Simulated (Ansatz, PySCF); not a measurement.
CH3S, SMILES C[S] (connectivity only; charge and spin as stated), charge -1, multiplicity 1.

The structure is a stationary point at PBE0-D3(BJ)/def2-TZVPD. The spin state was assumed, not searched. The isomer is the one that the SMILES or the coordinates give; other isomers of the formula were not compared.

Estimates of the vertical detachment energy (IE) of the anion in eV. Rows of orbital energies are one-electron estimates, which approximate functionals can put far too low.

```csv
level,IE
"−ε(HOMO), −ε(LUMO), PBE0/def2-TZVPD (PySCF)",-0.28
"−ε(HOMO), −ε(LUMO), HF/def2-TZVPD (PySCF)",2.24
"−ε(HOMO), −ε(LUMO), PBE/def2-TZVPD (PySCF)",-1.30
ADC(2)/aug-cc-pVDZ (PySCF),1.19
"ΔSCF, ωB97X-V/def2-TZVPD (Ansatz), final states of multiplicity 2",1.81
"ΔSCF, PBE/def2-TZVPD (Ansatz), final states of multiplicity 2",1.83
```

### Question
What vertical singlet–triplet gap does ΔSCF give with ωB97X-V/def2-TZVPD (Ansatz, a program for electronic structure) and with PBE/def2-TZVPD (Ansatz)? (Estimate from the structure and the level; the computed values follow.)

### Answer
3.38 and 2.87 eV (triplet above singlet where positive).

### Question
Beyond the first one, list the lowest photoelectron lines from ADC(2)/aug-cc-pVDZ run with PySCF 2.14.0 with their pole strengths (two spins summed). (Estimate from the structure and the level; the computed values follow.)

### Answer
4.93 eV (1.72), 8.35 eV (1.75), 8.35 eV (1.75).
